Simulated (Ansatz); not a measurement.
# CHOS: the cost of one run

All numbers below are computed with Ansatz 0.2.0 (RKS PBE0/6-31G*).

## 1. The structure to begin with

Bond lengths: C1–O2 1.269 Å, C1–S3 1.631 Å, O2–S3 1.843 Å, C1–H4 1.084 Å. Angles: C1–O2–S3 59.9°, O2–C1–S3 77.8°, O2–C1–H4 132.2°, S3–C1–H4 150.0°, C1–S3–O2 42.3°.

As a file:

```xyz
4

C     0.2124    0.1983   -0.0605
O    -1.0482    0.0986   -0.1709
S    -0.0700   -1.2885    0.5481
H     0.9058    0.9916   -0.3166
```

## 2. End point A

File input.yaml:

```yaml
crystal:
  periodic: [false, false, false]
  atoms:
    - { symbol: C, position_ang: [0.21237, 0.19827, -0.06054] }
    - { symbol: O, position_ang: [-1.04816, 0.09863, -0.17094] }
    - { symbol: S, position_ang: [-0.07, -1.28848, 0.54806] }
    - { symbol: H, position_ang: [0.90579, 0.99158, -0.31658] }
total_charge: 1
basis:
  gaussian: { orbitals: "6-31G*" }
hamiltonian:
  xc: pbe0
relax:
  f_tol: 0.02
  max_steps: 50
```

On the command line:

```sh
ansatz run input.yaml --threads 1 --pin off --max-ram 2048MiB --backend cpu --events-out ev --progress --plain --runs-dir out
```

Q: Estimate wall time and peak memory on 1 thread of Arm Neoverse N1, shared host.

About 16 s, with a peak of 0.13 GiB.
